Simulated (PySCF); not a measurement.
Species: diethyl sulfoxide, C4H10OS.
Bonds: C1–C2, C2–S3, S3–O4 (double), S3–C5, C5–C6. Hydrogens: H7, H8, H9 on C1; H10, H11 on C2; H12, H13 on C5; H14, H15, H16 on C6.

The same species was optimised twice, with GFN2-xTB and with PBE0-D3(BJ)/def2-SVP (PySCF), and the same property calculations (PySCF, gas phase) were run on both structures.

```csv
coordinate,GFN2-xTB,PBE0-D3(BJ)/def2-SVP,change
S3=O4 (Å),1.463,1.507,+0.044
C2–S3 (Å),1.862,1.827,-0.035
S3–C5 (Å),1.862,1.828,-0.034
C1–C2 (Å),1.515,1.515,0.000
C5–C6 (Å),1.515,1.514,-0.001
C2–S3–C5 (°),94.8,97.2,+2.4
C1–C2–S3 (°),108.6,109.1,+0.5
S3–C5–C6 (°),108.7,108.9,+0.2
O4–S3–C5 (°),105.8,105.7,-0.1
C2–S3–O4 (°),105.8,105.8,0.0
C1–C2–S3–O4 (°),-67,-62,+5
C2–S3–C5–C6 (°),175,170,-5
```

Rotational constants: A = 6352, B = 1694, C = 1465 MHz (GFN2-xTB) against A = 6426, B = 1714, C = 1482 MHz (PBE0-D3(BJ)/def2-SVP). Point groups within 0.08 Å: Cs and Cs. Atoms that the bonding makes alike are paired by their places after alignment.

On the GFN2-xTB structure: isotropic polarisability (au) 77.7 [B3LYP/def2-SVPD]; HOMO (eV) -6.43 [B3LYP/def2-SVPD]; LUMO (eV) 0.19 [B3LYP/def2-SVPD]; dipole (D) 3.70 [B3LYP/def2-SVPD]; HOMO (eV) -6.52 [PBE0/pcSseg-1]; LUMO (eV) 0.78 [PBE0/pcSseg-1]; dipole (D) 3.59 [PBE0/pcSseg-1]; GIAO shielding of C1/C6 (mean) (ppm) 176.7 [PBE0/pcSseg-1]; GIAO shielding of C2/C5 (mean) (ppm) 129.3 [PBE0/pcSseg-1]; GIAO shielding of S3 (ppm) 174.0 [PBE0/pcSseg-1]; GIAO shielding of O4 (ppm) 308.6 [PBE0/pcSseg-1].

Task: What do these properties become on the PBE0-D3(BJ)/def2-SVP structure?

Result: 
```json
{"property": "isotropic polarisability (au)", "level": "B3LYP/def2-SVPD", "on GFN2-xTB": "77.7", "on PBE0-D3(BJ)/def2-SVP": "78.3", "change": "+0.6"}
{"property": "HOMO (eV)", "level": "B3LYP/def2-SVPD", "on GFN2-xTB": "-6.43", "on PBE0-D3(BJ)/def2-SVP": "-6.37", "change": "+0.06"}
{"property": "LUMO (eV)", "level": "B3LYP/def2-SVPD", "on GFN2-xTB": "0.19", "on PBE0-D3(BJ)/def2-SVP": "0.24", "change": "+0.05"}
{"property": "dipole (D)", "level": "B3LYP/def2-SVPD", "on GFN2-xTB": "3.70", "on PBE0-D3(BJ)/def2-SVP": "3.94", "change": "+0.24"}
{"property": "energy, GFN2-xTB geometry as zero (kcal/mol)", "level": "B3LYP/def2-SVPD", "on GFN2-xTB": "0.0", "on PBE0-D3(BJ)/def2-SVP": "-2.6", "change": "-2.6"}
{"property": "HOMO (eV)", "level": "PBE0/pcSseg-1", "on GFN2-xTB": "-6.52", "on PBE0-D3(BJ)/def2-SVP": "-6.44", "change": "+0.08"}
{"property": "LUMO (eV)", "level": "PBE0/pcSseg-1", "on GFN2-xTB": "0.78", "on PBE0-D3(BJ)/def2-SVP": "0.92", "change": "+0.14"}
{"property": "dipole (D)", "level": "PBE0/pcSseg-1", "on GFN2-xTB": "3.59", "on PBE0-D3(BJ)/def2-SVP": "3.84", "change": "+0.25"}
{"property": "energy, GFN2-xTB geometry as zero (kcal/mol)", "level": "PBE0/pcSseg-1", "on GFN2-xTB": "0.0", "on PBE0-D3(BJ)/def2-SVP": "-2.4", "change": "-2.4"}
{"property": "GIAO shielding of C1/C6 (mean) (ppm)", "level": "PBE0/pcSseg-1", "on GFN2-xTB": "176.7", "on PBE0-D3(BJ)/def2-SVP": "175.1", "change": "-1.6"}
{"property": "GIAO shielding of C2/C5 (mean) (ppm)", "level": "PBE0/pcSseg-1", "on GFN2-xTB": "129.3", "on PBE0-D3(BJ)/def2-SVP": "131.6", "change": "+2.3"}
{"property": "GIAO shielding of S3 (ppm)", "level": "PBE0/pcSseg-1", "on GFN2-xTB": "174.0", "on PBE0-D3(BJ)/def2-SVP": "186.3", "change": "+12.3"}
{"property": "GIAO shielding of O4 (ppm)", "level": "PBE0/pcSseg-1", "on GFN2-xTB": "308.6", "on PBE0-D3(BJ)/def2-SVP": "299.2", "change": "-9.4"}
```

The heavy atoms differ by 0.054 Å rms after alignment (one structure mirrored). Among bonds between heavy atoms S3=O4 changes most (+0.044 Å). Changes are differences of the printed values. Neither structure is proved a minimum here.

Conformer computed: `[CH3:1][CH2:2][S:3](=[O:4])[CH2:5][CH3:6]`: C1–C2–S3–O4 -62°, C2–S3–C5–C6 170°.
